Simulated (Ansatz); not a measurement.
One starting cell of LiF (a generated cell, LiF placed in the rocksalt structure type) was relaxed twice with Ansatz (plane waves, PAW, scalar-relativistic): with r2SCAN at 500 eV and with PBE at 420 eV. The r2SCAN result:

```
LiF
1.0
    0.00000     1.99510     1.99510
    1.99510     0.00000     1.99510
    1.99510     1.99510     0.00000
F Li
1 1
Direct
  0.00000   0.00000   0.00000
  0.50000   0.50000   0.50000
```

| quantity | r2SCAN | PBE |
|---|---|---|
| space group | Fm-3m | Fm-3m |
| volume (Å³/atom) | 7.94 | 8.41 |
| a (Å) | 3.990 | 4.068 |
| gap (eV, no spin-orbit coupling) | 10.33 | 8.83 |

Both levels end in the same structure; PBE's volume is 6.0 % larger; its gap is 1.50 eV smaller. Neither column is exact.

No spin polarisation in the result.

Measured for LiF: a 3.972 Å (static lattice; corrected from measurement; as listed in Daniel Mejia-Rodriguez, S. B. Trickey, Phys. Rev. B (2018)); gap 15.35 eV (static lattice; corrected from measurement; as listed in Wei Chen et al., Physical Review Materials (2018)). Computed minus measured — a: r2SCAN +0.5 %, PBE +2.4 %; gap: r2SCAN -5.02 eV, PBE -6.52 eV. The computed values are for a static lattice, and a measured gap can be an optical one, lowered by exciton binding.

The run could not lose the symmetry of its start; a randomly shaken copy of 2 atoms returns to this structure.

All atoms sit on sites fixed by symmetry, so only the cell could relax.

Ansatz is a program for electronic structure.
